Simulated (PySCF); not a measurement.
C₂H₅S (charge -1).
SMILES: `CC[S-]`

Computed geometry: GFN2-xTB, gas phase.

Masses are those of the commonest isotopes; rigid-rotor values at the optimised geometry. 

Task: What are A, B and C (cm⁻¹)?

Result: Ia = 15.87, Ib = 91.16, Ic = 100.72 u·Å²; 505379 MHz·u·Å²/I gives 31842, 5544 and 5018 MHz, that is A = 1.06215, B = 0.18493, C = 0.16737 cm⁻¹.

Task: Classify the top.

Result: A near-prolate asymmetric top. Ray's parameter κ = (2B − A − C)/(A − C) = -0.961; −1 is the prolate and +1 the oblate limit.

Task: What does the inertial defect say?

Result: Not planar: Δ = Ic − Ia − Ib = -6.31 u·Å². For a rigid frame Δ = −2 Σ m c², so Σ m c² = 3.16 u·Å² lies off the ab plane, practically all of it from hydrogen. The atom farthest from that plane is 0.89 Å away.

Task: Give the coordinates in the principal-axis frame, origin at the centre of mass.

Result: The sense of each axis is arbitrary; atoms in the order of the calculation.
| atom | mass (u) | a (Å) | b (Å) | c (Å) |
| --- | --- | --- | --- | --- |
| C1 | 12.000 | -1.691 | 0.370 | 0.000 |
| C2 | 12.000 | -0.559 | -0.652 | 0.000 |
| S3 | 31.972 | 1.071 | 0.128 | 0.000 |
| H4 | 1.008 | -1.612 | 1.005 | 0.882 |
| H5 | 1.008 | -1.613 | 1.007 | -0.881 |
| H6 | 1.008 | -2.673 | -0.117 | -0.001 |
| H7 | 1.008 | -0.646 | -1.297 | -0.888 |
| H8 | 1.008 | -0.647 | -1.297 | 0.888 |

Task: Where do the levels up to J = 2 lie, in MHz?

Result: Above 0(0,0):
J = 1: 1(0,1) 10562, 1(1,1) 36860, 1(1,0) 37386
J = 2: 2(0,2) 31677, 2(1,2) 57457, 2(1,1) 59036, 2(2,1) 137932, 2(2,0) 137939
The levels of one J sum to (2J + 1)J(J + 1)(A + B + C)/3.

Whether it is a minimum is left open (no frequencies). Constants of a rigid frame at the computed geometry: no zero-point averaging, no centrifugal distortion.
